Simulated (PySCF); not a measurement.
**Functional benchmark on one molecule**

Molecule: SMILES c1ccccc1, C6H6.

Atoms are numbered as in `[cH:1]1[cH:2][cH:3][cH:4][cH:5][cH:6]1`; H(Xn) means a hydrogen on atom n.

Geometry PBE0-D3(BJ)/def2-SVP throughout; GIAO in PySCF 2.14, gas phase, one conformer, non-relativistic; equivalent atoms averaged; basis pcSseg-2.

Reference values (measured; solution, C6D6, 298 K; Fulmer et al., Organometallics 2010, 29, 2176): δ(H(C1)/H(C2)/H(C3)/H(C4)/H(C5)/H(C6)) = 7.15 ppm, δ(C1/C2/C3/C4/C5/C6) = 128.6 ppm. Computed shifts are taken against TMS, calculated as an isolated molecule at each level.

Question: How do the functionals HF, LDA, PBE, BLYP, BP86, OPBE, KT2, KT3, B97-D, B3LYP, PBE0, mPW1PW91, WP04, B97-2, BHandHLYP, CAM-B3LYP, wB97X-D, LC-wPBE perform against the reference? Times are CPU seconds on shared hosts with different chips, so compare them loosely; the GGAs took longer than the global hybrids here, which isn't the general rule, and the cause wasn't traced.

Answer: 
| functional | kind | H(C1)/H(C2)/H(C3)/H(C4)/H(C5)/H(C6) | C1/C2/C3/C4/C5/C6 | abs. error H | abs. error C | core-s |
| --- | --- | --- | --- | --- | --- | --- |
| HF | Hartree–Fock | 7.64 | 138.5 | 0.49 | 9.9 | 15 |
| LDA | LDA | 7.65 | 141.3 | 0.50 | 12.7 | 34 |
| PBE | GGA | 7.54 | 136.2 | 0.39 | 7.6 | 45 |
| BLYP | GGA | 7.43 | 136.3 | 0.28 | 7.7 | 42 |
| BP86 | GGA | 7.50 | 135.6 | 0.35 | 7.0 | 42 |
| OPBE | GGA | 7.59 | 131.4 | 0.44 | 2.8 | 41 |
| KT2 | GGA | 7.32 | 127.4 | 0.17 | 1.2 | 47 |
| KT3 | GGA | 7.32 | 126.4 | 0.17 | 2.2 | 47 |
| B97-D | GGA | 7.43 | 131.8 | 0.28 | 3.2 | 49 |
| B3LYP | global hybrid | 7.51 | 138.2 | 0.36 | 9.6 | 32 |
| PBE0 | global hybrid | 7.62 | 138.1 | 0.47 | 9.5 | 32 |
| mPW1PW91 | global hybrid | 7.60 | 138.2 | 0.45 | 9.6 | 34 |
| WP04 | global hybrid | 7.26 | 137.3 | 0.11 | 8.7 | 35 |
| B97-2 | global hybrid | 7.55 | 135.1 | 0.40 | 6.5 | 33 |
| BHandHLYP | global hybrid | 7.58 | 139.6 | 0.43 | 11.0 | 32 |
| CAM-B3LYP | range-separated hybrid | 7.61 | 141.5 | 0.46 | 12.9 | 46 |
| wB97X-D | range-separated hybrid | 7.64 | 139.8 | 0.49 | 11.2 | 44 |
| LC-wPBE | range-separated hybrid | 7.78 | 144.7 | 0.63 | 16.1 | 58 |

For 1H the closest is WP04 (0.11 ppm) and the furthest LC-wPBE (0.63 ppm).

For 13C the closest is KT2 (1.2 ppm) and the furthest LC-wPBE (16.1 ppm). One molecule is a small sample, and vibrational and solvent effects are absent from the calculation.
